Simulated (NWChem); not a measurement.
# CCSD/LANL2DZ (core potential) run of PN (phosphorus nitride)

Aim: the vertical ionisation energy of PN (phosphorus nitride) at CCSD/LANL2DZ (core potential), from 2 runs. 

The calculation is run with NWChem 7.3.0.

### Step 1. The system as given

The species is PN (2 atoms), meant as a singlet with charge 0. As SMILES, `N#P`. Geometry: the measured bond length.

Bond lengths: N1–P2 1.491 Å.

### Step 2. The energy at CCSD/LANL2DZ (core potential)

File np.nw:

```
start np
title "NP ccsd"
memory total 2200 mb
geometry noautosym nocenter noautoz
 N     0.000000    0.000000    0.000000
 P     0.000000    0.000000    1.490866
end
basis spherical bse
 N library LANL2DZ
 P library LANL2DZ
end
ecp bse
 P library LANL2DZ
end
scf
 singlet
 rhf
 thresh 1e-08
 maxiter 80
 print low
end
ccsd
 freeze core 1
 maxiter 60
end
task ccsd energy
```

Launch:

```
$ nwchem np.nw > np.out
```

Standard output:

```text
[...]
  functions       =    17
[...]
  wavefunction    = RHF
[...]
         Total SCF energy =    -60.678791468789
      One-electron energy =   -108.412446866419
      Two-electron energy =     35.310537749907
 Nuclear repulsion energy =     12.423117647722
        Time for solution =      0.2s
[...]
 Total MP2 energy:            -60.885308605968660
[...]
             energy      energy      error      ampl     ampl      Block
                                                time     time      time
[...]
 Total CCSD energy:            -60.870724292971431
[...]
```

Run time: 1.1 s. Hardware: 1 thread of Intel Xeon Platinum 8375C at 2.90GHz (Ice Lake), shared host; peak memory 0.099 GiB.

### Step 3. The doublet cation, same level

File m1.nw:

```
start m1
title "NP energy"
memory 2200 mb
charge 1

geometry units bohr noautosym nocenter noautoz
 N    0.00000000   0.00000000   0.00000000
 P    0.00000000   0.00000000   2.81732843
end

basis spherical bse
 * library LANL2DZ
end

ecp bse
 P library LANL2DZ
end

scf
 doublet
 uhf
 thresh 1e-08
 maxiter 80
 print low
end

tce
 scf
 ccsd
 freeze core 1
 maxiter 60
end

task tce
```

Launch:

```
$ nwchem m1.nw > m1.out
```

Standard output:

```text
[...]
  functions       =    17
[...]
  wavefunction    = UHF
[...]
         Total SCF energy =    -60.315087329335
      One electron energy =   -104.128566710418
      Two electron energy =     31.390362634272
 Nuclear repulsion energy =     12.423116746811
                       Sz =      0.5000
                 Sz(Sz+1) =      0.7500
                      S^2 =      1.6659
[...]
         Wavefunction type : Unrestricted Hartree-Fock
          No. of electrons :    11
[...]
         Spin multiplicity : doublet
[...]
 CCSD total energy / hartree       =       -60.465982021725509
[...]
```

Wall time 1.4 s (1 thread of Intel Xeon Platinum 8375C at 2.90GHz (Ice Lake), shared host); peak memory 0.1 GiB.

### Step 4. Results

Level: CCSD/LANL2DZ (core potential), 1 core orbital frozen.

| quantity | value |
| --- | --- |
| singlet PN: total energy | -60.87072 Eh |
| singlet PN: correlation energy (1 core orbital frozen) | -191.9 mEh |
| doublet cation: total energy | -60.46598 Eh |
| doublet cation: correlation energy (1 core orbital frozen) | -150.9 mEh |
| doublet cation: ⟨S²⟩ of the reference determinant | 1.666 |
| vertical ionisation energy (to the doublet cation) | 11.014 eV |

In words: Removing an electron at fixed nuclei costs 11.01 eV (1063 kJ/mol). ⟨S²⟩ (doublet cation) is 1.67 where a pure doublet has 0.75: the reference is spin-contaminated.
